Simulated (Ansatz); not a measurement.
Al–Al–OH, quartet in cc-pVDZ: errors against UCCSDT(Q)

Geometry: displaced at random from a stationary point.

```xyz
4

Al    0.0646    0.0237   -2.8277
Al   -0.1003    0.0321   -0.4717
O    -0.0237   -0.0003    1.1677
H     0.0594   -0.0556    2.1317
```

Basis cc-pVDZ; Ansatz 0.2.0. Correlated methods freeze the noble-gas cores, which leaves 13 electrons in 44 orbitals. Prefix R: restricted or restricted open-shell reference; prefix U: unrestricted.

Full CI isn't at hand for all of this; UCCSDT(Q) serves as the reference, and is uncertain by about the last step of the cluster series. The frozen core follows each run's orbitals, which can shift R against U totals by a few meV.

For open shells CISD is restricted-active-space CI with the open shells as a complete middle space.

The UHF ⟨S²⟩ is 3.762. The T1 diagnostic (RCCSD) is 0.0292, the largest doubles amplitude (RCCSD) is 0.055 and the T1 diagnostic (UCCSD) is 0.0258.

```tsv
level	E − E(RHF) (eV)
UHF	-0.0480
RMP2	-7.2501
UMP2	-7.2430
RCCSD	-7.8294
UCCSD	-7.8301
RCCSD(T)	-8.0552
UCCSD(T)	-8.0551
```

Estimate how far UCCSDT(Q) in cc-pVDZ lies from RCCSD(T). The table doesn't fix it; the size of (T) and the diagnostics are the guide.

UCCSDT(Q) in cc-pVDZ lies 6.2 kJ/mol below RCCSD(T), which is 28 % of the (T) step (-21.8 kJ/mol). The diagnostics give no warning, yet the rest is a sizeable part of (T). The miss exceeds 1 kcal/mol.

The other levels:

| level | E − E(UCCSDT(Q)) (kJ/mol) | share of correlation (%) | wall time |
| --- | --- | --- | --- |
| CISD | 96.2 | 87.72 | 12 s |
| BCCD(T) | 6.0 | 99.24 | 4.6 s |
| RCCSDT | 2.6 | 99.67 | – |
| UCCSDT | 2.6 | 99.67 | – |
| RCCSDT(Q) | 0.2 | 99.97 | 2 min |

The correlation energy at UCCSDT(Q), counted from RHF, is -8.119 eV. That run took 1.8 min on 1 thread of Arm Neoverse V2, shared host.

Times hold each run's SCF and search for its determinant on a shared host, so for small cases they say little of a method's own cost; they ran on 1 thread of Arm Neoverse V2.
